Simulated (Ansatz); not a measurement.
# Which isomer of CH2B gives these data?

These gas-phase data were calculated for one isomer of CH2B at PBE0-D3(BJ)/def2-SVP (harmonic, unscaled wavenumbers; equilibrium rotational constants with average atomic masses):

| Quantity | Value |
| --- | --- |
| rotational constants | 287.2, 36.55, 32.42 GHz |
| all wavenumbers above 1500 cm⁻¹ | 3264, 3165, 1519 |
| dipole moment | 0.17 D (PBE0/def2-TZVPD) |

Candidates:

(1) `B=[CH]`, a doublet
(2) `[B]=C`, a doublet

Q: Which candidate do the data belong to?

A: Candidate (2). No mode falls between 2350 and 2900 cm⁻¹, where the B–H stretch of (1) would stand.

The same quantities for all candidates:

|  | rotational constants (GHz) | wavenumbers above 1500 cm⁻¹ | dipole (D) | E above the lowest, PBE0-D3(BJ)/def2-SVP (kcal/mol) |
| --- | --- | --- | --- | --- |
| (1) | 29.43 | 3412, 2842, 1599 | 0.03 | 0.0 |
| (2) | 287.2, 36.55, 32.42 | 3264, 3165, 1519 | 0.17 | 10.8 |

Each candidate is one conformer. Open shells are spin-unrestricted. Programs: Ansatz 0.2.0.
